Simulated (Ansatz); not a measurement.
Molecule: hydrogen sulfide, H$_{2}$S (charge 0, singlet). SMILES: S
Geometry: optimised at B3LYP-D3(BJ)/def2-TZVP (Ansatz, an electronic-structure program).

Parts of the frozen-core correlation energy in 6-31G (Ansatz, hartree). Frozen orbitals: 5; correlated occupied orbitals by spin: 4 and 4; virtual: 8 and 8. Spin-orbit coupling is left out. Non-relativistic.

```tsv
term	value
reference (HF)	-398.62700
MP2 opposite-spin	-0.05042
MP2 same-spin	[?]
CCSD correlation	[?]
(T)	[?]
FCI minus CCSD(T)	-0.00020
T1 diagnostic	0.006
largest doubles amplitude	0.062
```

**Question.** Some entries are withheld; supply them.

**Answer.** 
- MP2 same-spin, value: -0.00789
- CCSD correlation, value: -0.07373
- (T), value: -0.00060
